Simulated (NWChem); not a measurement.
# N cation, triplet

Program: NWChem. Pople sets run with spherical d functions. Spin-unrestricted. Medium grid unless said otherwise, to which SCAN and Minnesota functionals are sensitive. The open p shell is one determinant without spherical averaging. No stability test was run on the SCF state.

**Question.** Order these by “highest occupied level (eV)”, lowest first: LRC-wPBEh/6-31G*; KT2/6-31G*; PBE/6-31G*; B3LYP/6-31G*; r2SCAN0/6-31G*.

**Answer.** LRC-wPBEh/6-31G* (-26.26), r2SCAN0/6-31G* (-24.91), B3LYP/6-31G* (-23.96), KT2/6-31G* (-22.58), PBE/6-31G* (-22.12)
